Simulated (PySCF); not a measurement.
# C2H3N: the cost of one run

The runs use PySCF 2.14.0, with density-fitted response routines of our own; the level of theory stands in each step. All values are computed, except where a source is named. Atoms are numbered from 0 throughout.

## Step 1: The molecule as given

6 atoms, charge 0, multiplicity 1; geometry from: MMFF94s. The atoms were then displaced at random by about 0.03 Å, so the start is not that level's minimum.

Bonds of the start (Å): C0–N1 1.25, N1–C2 1.47, C2–H3 1.03, C2–H4 1.07, C2–H5 1.09.

## Step 2: Geometry optimisation at PBE0-D3(BJ)/def2-SVP

What the job is given:

```
{"job": {"xc": "PBE0", "basis": "def2-SVP", "d3": "d3bj", "grid": 1, "shake": 0.03, "kind": "geom"}, "charge": 0, "multiplicity": 1}
C      2.172860    -0.048270     0.037170
N      0.923630    -0.000930     0.004500
C     -0.545510    -0.013480    -0.031610
H     -0.737830    -0.736280    -0.743350
H     -0.872340    -0.291830     0.953410
H     -0.877680     0.994760    -0.289390
```

The run is started by

```sh
> OMP_NUM_THREADS=1 python probes_run.py task.json out
```

One launch serves the whole session: the jobs run in the order shown.

Q: Estimate the wall time and peak memory of this first job on 1 thread of Arm Neoverse V1, shared host.

About 5.2 s, with a peak of 0.26 GiB.
